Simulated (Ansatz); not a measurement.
**How far each method lies from UCCSDT(Q) for [Br···H···GeH3], doublet**

Geometry: a point of a hydrogen-transfer path between rigid fragments, not a stationary point.

```xyz
6

Br   -1.6611    0.0000    0.0000
H    -0.1761    0.0000    0.0000
Ge    1.7379    0.0000    0.0000
H     2.2065   -1.4659    0.0000
H     2.2065    0.7330   -1.2695
H     2.2065    0.7330    1.2695
```

Basis cc-pVDZ; Ansatz 0.2.0. Only valence electrons are correlated (noble-gas cores and the filled d shells of p-block atoms frozen), which leaves 15 electrons in 46 orbitals. R marks a restricted (for open shells ROHF) determinant, U an unrestricted one. Active spaces: valence = (15e, 12o) chosen from the atoms' valence shells. No spin–orbit coupling is included, and no scalar relativity.

Full CI isn't at hand for all of this; UCCSDT(Q) serves as the reference, and is uncertain by about the last step of the cluster series. The frozen core follows each run's orbitals, which can shift R against U totals by a few meV for light atoms and by up to 0.1 eV past Ca.

The UHF ⟨S²⟩ is 0.768. The T1 diagnostic (RCCSD) is 0.0150. The largest doubles amplitude (RCCSD) is 0.036. The T1 diagnostic (UCCSD) is 0.0110.

**Question.** From what is known of these methods and the diagnostics, rank them by the size of their error in total energy against UCCSDT(Q) in cc-pVDZ, smallest first (an estimate: the text doesn't fix the numbers).
A. UCCSDT
B. UMP2
C. UCCSD(T)
D. UCCSD
E. UHF

**Answer.** A (0.9 kJ/mol), C (3.2 kJ/mol), D (16.5 kJ/mol), B (120.9 kJ/mol), E (711.8 kJ/mol).

All errors are against UCCSDT(Q) in cc-pVDZ. Within each family the higher level lies nearer, as is usual though not guaranteed.

Natural occupations of CASSCF (valence space) about the gap: 1.985 1.971 1.971 1.971 1.003 0.033 0.026 0.021 0.021; effectively unpaired electrons, Σ n²(2−n)², 1.02.
